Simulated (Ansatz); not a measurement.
# BFH2O: the cost of one run

All numbers below are computed with Ansatz 0.2.0 (UKS CAM-B3LYP-D4/STO-3G).

### Step 1. Starting point

Bond lengths: B1–F2 1.682 Å, B1–O3 1.259 Å, B1–H5 1.150 Å. Angles: F2–B1–O3 95.2°, F2–B1–H5 116.2°, O3–B1–H5 148.6°.

As a file:

```xyz
5

B    -0.2415    0.1155    0.4376
F    -0.2928   -0.5072   -1.1241
O     0.9880    0.3840    0.4134
H     0.7820   -0.1117   -0.7432
H    -1.2358    0.1195    1.0163
```

### Step 2. Run 1

150 steps of 0.5 fs at constant energy, with velocities drawn for 1000 K.

File input.yaml:

```yaml
crystal:
  periodic: [false, false, false]
  atoms:
    - { symbol: B, position_ang: [-0.2415, 0.1155, 0.4376] }
    - { symbol: F, position_ang: [-0.2928, -0.5072, -1.1241] }
    - { symbol: O, position_ang: [0.988, 0.384, 0.4134] }
    - { symbol: H, position_ang: [0.782, -0.1117, -0.7432] }
    - { symbol: H, position_ang: [-1.2358, 0.1195, 1.0163] }
magnetization:
  spin_polarized: true
basis:
  gaussian: { orbitals: STO-3G }
hamiltonian:
  xc: cam_b3lyp
  dispersion: d4
md:
  timestep: 0.5
  n_steps: 150
  ensemble: nve
  temperature: 1000.0
  initial_velocities: maxwell_boltzmann
  seed: 530463
```

The run is started by

```
ansatz run input.yaml --threads 1 --pin off --max-ram 2048MiB --backend cpu --events-out ev --progress --plain --runs-dir out
```

Q: Estimate wall time and peak memory on 1 thread of an Arm CPU, shared host.

About 1.9 min, with a peak of 0.09 GiB.
